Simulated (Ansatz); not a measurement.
Ba2BiSb2: computed properties

Theory: Ansatz 0.2.0, DFT r2SCAN, scalar-relativistic, plane waves, PAW.

Plane waves to 500 eV, a k mesh through Γ of 10×10×10 on the computed 5-atom cell and Gaussian smearing (0.10 eV); no spin polarisation.

The structure is relaxed at this level of theory with its symmetry kept.

```yaml
crystal:
  lattice:
    - [-2.39847, 3.83925, 5.06539]
    - [2.39847, -3.83925, 5.06539]
    - [2.39847, 3.83925, -5.06539]
  atoms:
    - { symbol: Ba, position: [0.72085, 0.22085, 0.50000] }
    - { symbol: Ba, position: [0.27915, 0.77915, 0.50000] }
    - { symbol: Sb, position: [0.70117, 0.50000, 0.20117] }
    - { symbol: Sb, position: [0.29883, 0.50000, 0.79883] }
    - { symbol: Bi, position: [0.00000, 0.00000, 0.00000] }
```

| Quantity | Value |
| --- | --- |
| Space group | Immm (No. 71) |
| Volume per atom | 37.32 Å³ |
| Formation energy from the elements' standard states (uncorrected) | -1.010 eV/atom |
| Generalised Kohn–Sham band gap | none (metal) |
| Density of states at the Fermi level | 2.20 states/eV per cell |
| Löwdin character within 0.5 eV of the Fermi level | Sb 5p 50 %, Bi 6p 27 %, unprojected 16 % |
| Bader charges (e) | Ba (2 in the cell) 1.28, Sb (2 in the cell) -1.05, Bi (1 in the cell) -0.46 |

Spin-orbit coupling is left out, which matters for the bands of heavy elements.

Cost: 1 run of about 11 core-minutes, on Arm Neoverse V1 (shared hosts).